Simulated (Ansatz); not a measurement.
in.yaml

```yaml
crystal:
  periodic: [false, false, false]
  atoms:
    - {symbol: Ge, position_ang: [0.000000, 0.000000, 0.748837]}
    - {symbol: Mg, position_ang: [0.000000, 0.000000, -5.175600]}
    - {symbol: H, position_ang: [0.000000, 0.000000, 4.426762]}
basis:
  gaussian: {orbitals: 6-31G}
magnetization: {spin_polarized: true, initial_magnetization: 3}
correlation: {method: ccsd_t, electrons: outside_noble_gas}
output: {forces: true}
```

```sh
$ ansatz run in.yaml --threads 1 --pin off --events-out ev --progress --plain --max-ram 2393MiB
```

The program prints:

```
417 factors; integrals over basis functions are off by at most 5.8e-4 eV
mean field evaluation 1: about -61907.7702 eV, gradient 4.9e0 eV
mean field evaluation 2: about -61907.7731 eV, gradient 4.9e0 eV
mean field evaluation 4: about -61908.1634 eV, gradient 2.9e-1 eV
mean field evaluation 8: about -61908.1653 eV, gradient 4.0e-3 eV
mean field evaluation 16: about -61908.1636 eV, gradient 2.9e-1 eV
mean field evaluation 32: about -61908.1653 eV, gradient 6.8e-5 eV
mean field evaluation 64: about -61908.1652 eV, gradient 5.2e-2 eV
mean field evaluation 96: about -61908.1376 eV, gradient 3.2e-1 eV
mean field evaluation 128: about -61908.1033 eV, gradient 1.8e-3 eV
mean field evaluation 160: about -61904.1575 eV, gradient 3.8e0 eV
...
mean field -61908.16525985 eV, -2275.0831104377 hartree, gradient 3.9e-6 eV, S^2 3.750528; 29 other end points of the search recorded, 0 dependent functions left out
determinant -61908.16525985 eV, -2275.0831104377 hartree, with singles and doubles -61909.71683355 eV, -2275.1401297197 hartree
determinant -61908.10331116 eV, -2275.0808338654 hartree, with singles and doubles -61909.65377495 eV, -2275.1378123590 hartree
determinant -61905.82983173 eV, -2274.9972850376 hartree, with singles and doubles -61906.80851219 eV, -2275.0332508812 hartree
determinant -61905.82652911 eV, -2274.9971636686 hartree, with singles and doubles -61906.81406629 eV, -2275.0334549904 hartree
determinant -61905.81845230 eV, -2274.9968668510 hartree, with singles and doubles -61906.80423702 eV, -2275.0330937716 hartree
determinant -61905.81182403 eV, -2274.9966232668 hartree, with singles and doubles -61906.76068429 eV, -2275.0314932380 hartree
determinant -61905.77829185 eV, -2274.9953909818 hartree, with singles and doubles -61906.76284409 eV, -2275.0315726095 hartree
determinant -61905.77710722 eV, -2274.9953474476 hartree, with singles and doubles -61906.76493722 eV, -2275.0316495303 hartree
determinant -61905.74409070 eV, -2274.9941341126 hartree, with singles and doubles -61906.74896099 eV, -2275.0310624148 hartree
determinant -61905.69410078 eV, -2274.9922970170 hartree, with singles and doubles -61906.68623597 eV, -2275.0287573128 hartree
determinant -61905.12875426 eV, -2274.9715209158 hartree, with singles and doubles -61907.15038059 eV, -2275.0458143130 hartree
determinant -61905.05708627 eV, -2274.9688871657 hartree, with singles and doubles -61907.02733864 eV, -2275.0412926046 hartree
determinant -61904.97530698 eV, -2274.9658818321 hartree, with singles and doubles -61906.84247336 eV, -2275.0344989309 hartree
determinant -61904.97252362 eV, -2274.9657795455 hartree, with singles and doubles -61906.81848993 eV, -2275.0336175561 hartree
determinant -61904.95495989 eV, -2274.9651340902 hartree, with singles and doubles -61906.85277355 eV, -2275.0348774559 hartree
determinant -61904.93892200 eV, -2274.9645447089 hartree, with singles and doubles -61907.03262054 eV, -2275.0414867110 hartree
determinant -61904.89006938 eV, -2274.9627494080 hartree, with singles and doubles -61906.75386655 eV, -2275.0312426908 hartree
determinant -61904.85119236 eV, -2274.9613207038 hartree, with singles and doubles -61907.21695790 eV, -2275.0482609840 hartree
determinant -61908.16525985 eV, -2275.0831104377 hartree, with singles and doubles -61909.72162441 eV, -2275.1403057807 hartree
determinant -61908.10331116 eV, -2275.0808338654 hartree, with singles and doubles -61909.65884576 eV, -2275.1379987078 hartree
determinant -61905.82983173 eV, -2274.9972850376 hartree, with singles and doubles -61906.83383398 eV, -2275.0341814395 hartree
determinant -61905.82652911 eV, -2274.9971636686 hartree, with singles and doubles -61906.84869906 eV, -2275.0347277212 hartree
determinant -61905.81845230 eV, -2274.9968668510 hartree, with singles and doubles -61906.84307725 eV, -2275.0345211235 hartree
determinant -61905.81182403 eV, -2274.9966232668 hartree, with singles and doubles -61906.77847664 eV, -2275.0321470948 hartree
determinant -61905.77829185 eV, -2274.9953909818 hartree, with singles and doubles -61906.78151065 eV, -2275.0322585928 hartree
determinant -61905.77710722 eV, -2274.9953474476 hartree, with singles and doubles -61906.78265915 eV, -2275.0323007995 hartree
determinant -61905.74409070 eV, -2274.9941341126 hartree, with singles and doubles -61906.76943097 eV, -2275.0318146728 hartree
determinant -61905.69410078 eV, -2274.9922970170 hartree, with singles and doubles -61906.71171020 eV, -2275.0296934735 hartree
determinant -61905.12875426 eV, -2274.9715209158 hartree, with singles and doubles -61907.12868440 eV, -2275.0450169929 hartree
determinant -61905.05708627 eV, -2274.9688871657 hartree, with singles and doubles -61907.00265506 eV, -2275.0403854999 hartree
determinant -61904.97530698 eV, -2274.9658818321 hartree, with singles and doubles -61906.81673324 eV, -2275.0335529991 hartree
determinant -61904.97252362 eV, -2274.9657795455 hartree, with singles and doubles -61906.80113693 eV, -2275.0329798453 hartree
determinant -61904.95495989 eV, -2274.9651340902 hartree, with singles and doubles -61906.83222817 eV, -2275.0341224272 hartree
determinant -61904.93892200 eV, -2274.9645447089 hartree, with singles and doubles -61907.03832046 eV, -2275.0416961791 hartree
determinant -61904.89006938 eV, -2274.9627494080 hartree, with singles and doubles -61906.72902088 eV, -2275.0303296292 hartree
determinant -61904.85119236 eV, -2274.9613207038 hartree, with singles and doubles -61907.23100680 eV, -2275.0487772715 hartree
determinant -61908.16525985 eV, -2275.0831104377 hartree, with singles and doubles -61909.72109442 eV, -2275.1402863037 hartree
determinant -61908.10331116 eV, -2275.0808338654 hartree, with singles and doubles -61909.65910150 eV, -2275.1380081060 hartree
19 core orbitals not correlated: weight in the atoms' cores, before any rotation towards them, 1.000 or more for the frozen orbitals, at most 0.000 for the correlated occupied ones
reference -61908.16525985 eV, -2275.0831104377 hartree; 5, 2 occupied and 20, 23 virtual orbitals, 417 factors
second order -0.95273878 eV of doubles, -0.00000000 eV of singles
cycle   1  -1.55583529 eV  change   -7.2e-7 eV  update   2.4e-6
cycle   2  -1.55583637 eV  change   -1.1e-6 eV  update   1.9e-6
cycle   3  -1.55583616 eV  change    2.1e-7 eV  update   7.7e-7
cycle   4  -1.55583577 eV  change    3.9e-7 eV  update   4.0e-7
cycle   5  -1.55583575 eV  change    1.7e-8 eV  update   1.6e-7
cycle   6  -1.55583578 eV  change   -3.1e-8 eV  update   1.1e-7
cycle   7  -1.55583578 eV  change    2.3e-9 eV  update   7.6e-8
cycle   8  -1.55583580 eV  change   -2.3e-8 eV  update   5.7e-8
cycle   9  -1.55583578 eV  change    2.1e-8 eV  update   4.1e-8
cycle  10  -1.55583579 eV  change   -4.0e-9 eV  update   2.7e-8
perturbative correction -0.00384521 eV, -0.0001413088 hartree
the calculation of the forces begins
Total energy: -61909.72494084 eV, -2275.1404276571 hartree
Atom 0 at     0.000000     0.000000     0.748837 Å, force    -0.000000    -0.000000     0.006345 eV/Å
Atom 1 at     0.000000     0.000000    -5.175600 Å, force     0.000000     0.000000     0.008166 eV/Å
Atom 2 at     0.000000     0.000000     4.426762 Å, force    -0.000000    -0.000000    -0.014511 eV/Å
Dipole moment:     0.000000     0.000000    -0.012207 e Å
```

Forces (eV/Å):
```
Ge   0.000  0.000  0.006
Mg   0.000  0.000  0.008
H    0.000  0.000 -0.015
```

Ran on 1 thread of AMD EPYC 7B13, shared host: 11 s wall, 0.24 GiB peak host memory.
